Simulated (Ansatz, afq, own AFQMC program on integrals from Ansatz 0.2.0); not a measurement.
Integrals from Ansatz 0.2.0, then the random walk in our own AFQMC program (afq).

```yaml
crystal:
  periodic: [false, false, false]
  atoms:
    - {symbol: Se, position_ang: [0.000000, 0.000000, 0.000000]}
basis:
  gaussian: {orbitals: def2-TZVP}
magnetization: {spin_polarized: true, initial_magnetization: 2}
correlation: {method: ccsd_t, electrons: outside_noble_gas, hamiltonian_folder: ham}
```

```sh
$ ansatz run in.yaml --threads 1 --pin off --events-out ev --progress --plain --max-ram 15360MiB --backend cuda --devices 0, --max-vram 18GiB
```

afq runs on the folder ham with

```
--method free --trial cisd --walkers 4000 --time-step 0.03 --max-blocks 4000 --target-error 0.00018 --factor-cut 1e-05 --seed 8011 --times 0,0.3,0.6,1.2,1.8,2.4,3.6,4.8,6 --taylor-order 8
```

Times are imaginary, in 1/Eh. The walk had a cap of 61 s. Filled inner d shells are frozen with the cores.

Output of the walk:

```
orbitals 34  electrons 4 2  factors 255 of 322
reference energy -2399.82719102 Eh
CCSD correlation -0.11910762 Eh in 8 cycles, weight of the determinant in the CISD state 0.9382
repeat  energy at the last time / Eh  error
    10  -2399.950584  0.000074
    20  -2399.950636  0.000051
    30  -2399.950613  0.000043
time / (1/Eh)  energy / Eh  error  mean overlap
  0.00  -2399.946296  0.000006  1.0658
  0.30  -2399.948901  0.000013  1.0657
  0.60  -2399.949871  0.000014  1.0654
  1.20  -2399.950464  0.000017  1.0663
  1.80  -2399.950604  0.000018  1.0678
  2.40  -2399.950654  0.000021  1.0699
  3.60  -2399.950695  0.000029  1.0751
  4.80  -2399.950712  0.000029  1.0761
  6.00  -2399.950605  0.000042  1.0865
energy -2399.950605 +/- 0.000042 Eh
```

The run passed its tests (error under three times the target), which doesn't prove that it has relaxed.

Against this walk (error 1.1 meV) on the same determinant: CCSD(T) 17.3 meV higher, CCSDT(Q) 1.6 meV lower (within the noise), CCSDTQ 1.9 meV lower (within the noise), full CI 1.9 meV lower (within the noise). The error is statistical, and a free projection of finite length keeps a remainder of its start. The last points scatter (meV from the last: 0.0 ± 0.5 at 1.80, -1.3 ± 0.6 at 2.40, -2.4 ± 0.8 at 3.60, -2.9 ± 0.8 at 4.80, 0.0 ± 1.1 at 6.00); the last is the one printed as the energy, and the gaps above move with that scatter.

Cautions: remainder of the start not in the error; no relativity below Rb; no spin-orbit coupling; inner d shell frozen.

The walk took 36 s on 1 × NVIDIA H100 80GB HBM3 with 2 threads of AMD EPYC 7R13 Processor (Zen 3) (shared host) (the card was shared). The log's last line is the free-projection energy.

CCSDT and higher add their correlation energy to the determinant of the CCSD(T) run, since their own runs factorise the integrals more tightly (a shift of under 2 meV). A walk keeps the symmetry of its determinant, which the program's search chose and which needn't be the lowest solution, so a lower state of the same spin and another symmetry isn't excluded.
